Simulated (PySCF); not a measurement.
Species: C3H4.
Structure used (PBE0-D3(BJ)/def2-SVP), in Å, numbered top down from 1:
```xyz
7
C3H4 angstrom
C      1.702   -0.088   -0.030
C      0.498   -0.026    0.082
C     -0.947    0.049    0.217
H      2.770   -0.143   -0.129
H     -1.414    0.395   -0.718
H     -1.373   -0.936    0.462
H     -1.234    0.749    1.017
```

Theory: core-valence-separated Tamm–Dancoff BHandHLYP/aug-pcX-1 (pcseg-1 on H) in PySCF, non-relativistic, gas phase, PBE0-D3(BJ)/def2-SVP geometry. Absolute energies from this functional tend to lie a few eV below measured edges; no shift was applied.

The lowest roots of each edge with f over 0.003 (five at most, numbered afresh; weaker and dark ones are left out), with transition dipoles (au) in the frame of the coordinates:

| root | edge | E (eV) | μx | μy | μz |
| --- | --- | --- | --- | --- | --- |
| 1 | C | 283.70 | -0.0052 | -0.0991 | -0.0003 |
| 2 | C | 283.70 | -0.0091 | 0.0008 | -0.0989 |
| 3 | C | 283.81 | -0.0081 | -0.0086 | -0.0819 |
| 4 | C | 283.81 | -0.0034 | -0.0821 | 0.0090 |
| 5 | C | 285.72 | 0.0372 | -0.0018 | -0.0035 |

**Question.** What are the oscillator strengths?

**Answer.** f = (2/3) ΔE |μ|², with ΔE in hartree (27.2114 eV):

```tsv
root	ΔE (Eh)	|μ|² (au)	f	core hole on
1	10.4259	0.009842	0.068	C1
2	10.4259	0.009856	0.068	C1
3	10.4299	0.006844	0.048	C2
4	10.4299	0.006841	0.048	C2
5	10.5001	0.001400	0.010	C1
```

**Question.** Molecules are fixed in this frame and the field points along (1, 1, 0)/√2. What effective strengths 3 f cos²θ do the roots have (θ between field and μ)?

**Answer.** root 1 (C1): 0.113, root 2 (C1): 0.001, root 3 (C2): 0.003, root 4 (C2): 0.076, root 5 (C1): 0.013. Root 1 is the strongest. Averaged over all orientations cos²θ is 1/3, which gives f back. For degenerate partners only the sum has meaning, as the program may mix them freely.

